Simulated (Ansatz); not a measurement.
A made-up structure of MgSiNH$_{4}$ (charge -1), singlet:

```tsv
atom	x (Å)	y (Å)	z (Å)
N1	-1.6537	-2.4175	-0.1684
Mg2	-0.8075	-0.8092	-0.1768
Si3	0.9146	1.1525	0.1423
H4	-2.4921	-2.9133	-0.4444
H5	1.0234	2.1165	-1.0133
H6	0.6565	2.0920	1.2942
H7	0.2153	-2.1866	-0.0534
```

It is relaxed with PBE-D4/def2-SVPD and then PBE0-D4/def2-TZVPD (Ansatz 0.2.0). Atoms count as bonded within 1.22 times the sum of their covalent radii (H–H: 0.88 Å). The end point is not checked to be a true minimum.

(1) Does its bonding change? (Judge from chemistry; the calculation decides.)

## Answers

(1) Computed: Yes. Formed: N1–H7; broken: Mg2–H7.

Where it ends: The first stage lowers the energy by 4.67 eV in 17 steps. It ends as MgSiNH₄ ([NH2][Mg][SiH2]), total charge -1:
| atom | x (Å) | y (Å) | z (Å) |
| --- | --- | --- | --- |
| N1 | -1.1814 | -2.2787 | -0.2114 |
| Mg2 | -0.1734 | -0.6154 | -0.0316 |
| Si3 | 1.3161 | 1.4577 | 0.2378 |
| H4 | -2.1723 | -2.3698 | -0.4003 |
| H5 | 0.6582 | 2.0187 | -1.0444 |
| H6 | 0.2256 | 2.0424 | 1.1653 |
| H7 | -0.8163 | -3.2205 | -0.1351 |

Labels in which every atom is bracketed show which atoms are joined, not bond orders.

For scale, one of the runs: PBE0-D4/def2-TZVPD relaxation, 151 basis functions, launched by `ansatz run in.yaml --threads 2 --pin off --events-out ev --progress --plain --max-ram 4352MiB`. The run took about 26 s on 2 CPU threads of an Arm Neoverse V1 (shared host).
